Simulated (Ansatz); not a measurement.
For SiC (P6₃mc, No. 186, 12 atoms in the cell), BLYP (Ansatz, a program for electronic structure, plane waves, PAW) gives:

| Property | Value |
|---|---|
| equilibrium lattice constant a | 3.117 Å |
| c axis length | 15.301 Å |
| bulk modulus | 198 GPa |
| cohesive energy | 5.79 eV/atom |

Task: What does r²SCAN-D4 in Ansatz (plane waves, PAW) give for the same quantities?

Result: 
- lattice constant a: 3.072 Å (drops by 1.4 %)
- lattice parameter c: 15.073 Å (falls by 1.5 %)
- bulk modulus: 230 GPa (grows by 16 %)
- cohesive energy: 6.56 eV/atom (rises by 0.77 eV/atom)

Changes are worked out from the printed values.

Unless a cell is named, each level is at its own relaxed cell (BLYP 10.73, r²SCAN-D4 10.26 Å³/atom).

Caveats: the relaxation could not lower the start's symmetry, so the cell can be a saddle point above a distorted one (BLYP, r²SCAN-D4). Ansatz's density-functional and Hartree–Fock values are scalar-relativistic unless marked +SOC, with PAW data made under PBE.
